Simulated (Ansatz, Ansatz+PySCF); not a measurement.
```xyz
7

C    -0.0485    0.0438   -0.6948
N    -0.0261    0.0459    0.7161
H     0.0226   -1.0219   -1.1546
H    -0.9165    0.5319   -1.0954
H     0.8374    0.5599   -1.0614
H    -0.8398   -0.4023    1.1596
H     0.8589   -0.4363    1.1266
```

RHF on singlet CH5N was run in several spherical basis sets with Ansatz (development build ahead of 0.2.0).

Rank the basis sets by the total energy that they give, lowest first, with the distance from the lowest.
A. STO-3G
B. cc-pVTZ
C. cc-pVDZ
D. aug-cc-pVDZ
E. 6-31G(d)
F. 6-31G
G. def2-TZVP
H. def2-SVP

G (0.00 eV), B (0.04 eV), D (0.63 eV), C (0.87 eV), E (1.24 eV), F (2.32 eV), H (2.93 eV), A (33.31 eV).

Totals follow the description of the cores as much as that of the bonds, so this order isn't one of quality for chemistry.
